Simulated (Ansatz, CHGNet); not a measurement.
Volume per atom (Å³/atom) of solids drawn from the class of oxides, at two levels: the machine-learned potential CHGNet-r²SCAN (trained on r²SCAN data), and PBE (Ansatz, a program for electronic structure, PAW).

```
solid                              CHGNet-r²SCAN    PBE  shift (%)
---------------------------------  -------------  -----  ---------
corundum (α-Al2O3)                          8.47   8.76       +3.4
A-type hexagonal La2O3                     16.35  16.64       +1.8
SiO2 (P4₁2₁2, No. 92)                      14.27  15.31       +7.3
rutile PbO2                                14.12  14.82       +5.0
rutile SnO2                                12.15  12.58       +3.5
rutile TiO2                                10.43  10.65       +2.1
α-quartz (SiO2)                            12.70  13.38       +5.4
anatase TiO2 (metastable phase)            11.45  11.67       +1.9
corundum Ga2O3 (metastable phase)           9.71  10.06       +3.6
stishovite (SiO2)                           7.76   8.05       +3.7
```

The shifts run from +1.8 % to +7.3 %, with a median of +3.6 %.

Over all 10 rows PBE is the larger in 10.

Database compounds that came out metallic weren't drawn.

Ansatz's runs of these crystals have no spin polarisation.

Spin–orbit coupling is left out, also for the solids with elements from indium on (A-type hexagonal La2O3, rutile PbO2, rutile SnO2); its size isn't shown.

Ansatz's density-functional and Hartree–Fock values are scalar-relativistic unless marked +SOC, with PAW data made under PBE.
